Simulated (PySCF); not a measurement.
Gas-phase reaction: Si(OH)4 + SiO2 + 2 SiH2F2 ⇌ 2 SiF(OH)3 + 2 SiHF

Computed with PySCF and rigid-rotor harmonic-oscillator thermochemistry at 1 bar. † marks an energy on the PBE0/def2-TZVP geometry and frequencies; other levels use their own. 6-31G* has spherical d functions here. All species are closed-shell singlets. No R ln 2 is added for the mirror-image form of SiF(OH)3. SiF(OH)3, SiHF: computed as isolated molecules; such fragments, hydroxides, amides, oligomers or adducts are transient or little studied in the gas. The harmonic model lacks anharmonicity and excited electronic states, which grow with temperature; levels with a mode under 35 cm⁻¹ are left out. Internal rotation in Si(OH)4, SiF(OH)3 is treated as a harmonic vibration of one conformer, which makes the entropy rough.

```tsv
level	ΔE electronic, kJ	ΔH°(298 K), kJ	ΔS°(298 K), J/K	ΔG°(1200 K), kJ
BLYP/def2-TZVP†	67	68	47	3
HF/6-31G*	-10	-13	67	-104
HF/def2-TZVP†	-13	-13	47	-77
r2SCAN/def2-TZVP†	74	75	47	10
ωB97X-V/def2-TZVP†	40	40	47	-25
```
ΔH° is lowest at HF/6-31G* and highest at r2SCAN/def2-TZVP†. No reference value is set beside these.
